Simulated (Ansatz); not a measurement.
Eight cases of atomisation energy with Al to Br (electronic energies, kJ/mol), geometries: B3LYP-D3(BJ)/def2-TZVP. Functionals by Ansatz (an electronic-structure program) in def2-TZVPD; columns hold the difference against the high level (Ansatz, AFQMC by cisd_afqmc): A = CCSD(T)/CBS(cc-pV(Q+d)Z,cc-pV(5+d)Z) + [CCSDT(Q) - CCSD(T)]/cc-pV(5+d)Z + [FCI - CCSDT(Q)]/cc-pV(D+d)Z + core + X2C; B = CCSD(T)/CBS(cc-pV(Q+d)Z,cc-pV(5+d)Z) + [CCSDT(Q) - CCSD(T)]/cc-pV(T+d)Z + [CCSDTQ - CCSDT(Q)]/cc-pV(D+d)Z + core + X2C; C = CCSD(T)/CBS(cc-pVQZ,cc-pV5Z) + [CCSDT(Q) - CCSD(T)]/cc-pVDZ; D = CCSD(T)/CBS(cc-pVQZ,cc-pV5Z) + [CCSDT(Q) - CCSD(T)]/cc-pVQZ + [CCSDTQ - CCSDT(Q)]/cc-pVDZ. The cases were drawn at random from those of this class that have a high level and all functionals, leaving out states under which another spin lies or may lie. Left out are anions, K, Ca, elements past Kr, ionisation of Li, Na and Mg, pi-pi* triplets of linear molecules and other triplets made from a closed-shell parent. Runs that doubt their state, and full CI more than 15 mEh from coupled cluster, are set aside; a case stays where another high level and all functionals remain. AFQMC serves as high level only in triple zeta or larger, with a steady walk, a bar under 0.8 kcal/mol and agreement with other high levels or trials where they ran; where none ran, an unstable determinant or (outside 3d species) a high T1 diagnostic also bars it, so strongly correlated cases are thinned. No case was kept or dropped by the size of a functional's miss. Each difference is the functional minus the high level; affinities count positive where energy is released, gaps as the second state minus the first. Radicals and triplets start from unrestricted determinants; spin-orbit coupling is neglected. Correlated methods leave the cores frozen (noble-gas shells, and filled d and f shells in the p block). Rows without X2C or -DK are non-relativistic. CBS(X,Y): correlation extrapolated as X^-3, Hartree-Fock from the larger set (Q,5: extrapolated as (X+1)exp(-9√X)). A bracket is a step between two methods taken in the basis named. The functionals are non-relativistic, so their misses hold any scalar relativity. '+ core + X2C': CCSD(T) terms for core correlation (cc-pwCVTZ, 1s frozen past Ne) and scalar relativity (cc-pVTZ-DK). Full CI freezes restricted core orbitals, also for open shells; the composite that ends in it estimates full CI at the basis-set limit. Where a partner has so few electrons that a lower coupled-cluster level is exact, that level stands in. Spin-orbit terms, left out, reach several kcal/mol for Br and I, and more for heavier atoms. The restricted determinant of C2H2Br2 (C=C(Br)Br, singlet) is unstable towards broken spin symmetry in at least one set run. The UHF reference of GaN ([N]=[Ga], triplet) is spin-contaminated (<S^2> up to 0.11 over the pure value in the sets run). The determinant of GaN ([N]=[Ga], triplet) is a saddle point of the SCF energy; a lower one exists, which strains HF and MP2. The determinant of CBr ([C]Br, doublet) is a saddle point of the SCF energy; a lower one exists, which strains HF and MP2.

```json
[
 {"case": "GeH3 (SMILES [GeH3], doublet)", "level": "D", "value": "862.2"},
 {"case": "HS (SMILES [SH], doublet)", "level": "A", "value": "366.5"},
 {"case": "GaN (SMILES [N]=[Ga], triplet)", "level": "D", "value": "200.8"},
 {"case": "GeF3 (SMILES [F][Ge]([F])[F], doublet)", "level": "C", "value": "1422.5"},
 {"case": "GeF (SMILES [F][Ge], doublet)", "level": "D", "value": "520.9"},
 {"case": "CBr (SMILES [C]Br, doublet)", "level": "D", "value": "345.9"},
 {"case": "HS2 (SMILES [S]S, doublet)", "level": "B", "value": "690.3"},
 {"case": "C2H2Br2 (1,1-dibromoethene, SMILES C=C(Br)Br)", "level": "C", "value": "2067.4"}
]
```

**Question.** Predict the difference of PBE, r2SCAN, CAM-B3LYP for each case and sum up.

**Answer.** 
```tsv
case	PBE	r2SCAN	CAM-B3LYP
GeH3 (SMILES [GeH3], doublet)	-20.7	10.1	4.5
HS (SMILES [SH], doublet)	1.6	4.0	1.2
GaN (SMILES [N]=[Ga], triplet)	54.6	17.4	14.3
GeF3 (SMILES [F][Ge]([F])[F], doublet)	12.1	-19.0	-41.0
GeF (SMILES [F][Ge], doublet)	22.2	0.0	3.5
CBr (SMILES [C]Br, doublet)	52.3	18.9	-12.0
HS2 (SMILES [S]S, doublet)	35.6	17.7	-15.0
C2H2Br2 (1,1-dibromoethene, SMILES C=C(Br)Br)	82.4	21.4	-26.8
```
PBE: mean +30.0, mean absolute 35.2, median absolute 28.9, largest +82.4; r2SCAN: mean +8.8, mean absolute 13.6, median absolute 17.6, largest +21.4; CAM-B3LYP: mean -8.9, mean absolute 14.8, median absolute 13.1, largest -41.0 kJ/mol. PBE lies above in 7 and below in 1 of the eight.
